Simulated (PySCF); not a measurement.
# BH6P (borane phosphine): the cost of one run

Programs: PySCF 2.14.0, with density-fitted response routines of our own. Each step states its level of theory. These are calculated values for one molecule, in the gas phase or a continuum, unless marked as measured. Atoms count from 0, in the outputs and in this text.

### Step 1. The molecule as given

8 atoms, charge 0, multiplicity 1; geometry from: GFN2-xTB. The atoms were then displaced at random by about 0.01 Å, so the start is not that level's minimum.

Bonds of the start (Å): B0–P1 1.88, B0–H2 1.21, B0–H3 1.20, B0–H4 1.17, P1–H5 1.39, P1–H6 1.39, P1–H7 1.41.

### Step 2. Geometry optimisation at PBE0-D3(BJ)/def2-TZVP

Job settings and geometry (Å):

```
{"job": {"xc": "PBE0", "basis": "def2-TZVP", "d3": "d3bj", "grid": 2, "shake": 0.01, "kind": "geom"}, "charge": 0, "multiplicity": 1}
B     -1.081580    -0.083870    -0.015020
P      0.795480     0.039610     0.006200
H     -1.482190     0.802140     0.710270
H     -1.365790     0.130960    -1.161160
H     -1.354580    -1.163450     0.357300
H      1.496970    -0.123100     1.190590
H      1.578110    -0.829380    -0.749370
H      1.468720     1.207940    -0.391280
```

Launch:

```
$ OMP_NUM_THREADS=1 python probes_run.py task.json out
```

One launch serves the whole session: the jobs run in the order shown.

**Question.** How long does this first job take on 1 thread of Intel Xeon 6975P-C, shared host, and how much memory does it need?

About 12 s, with a peak of 0.46 GiB.
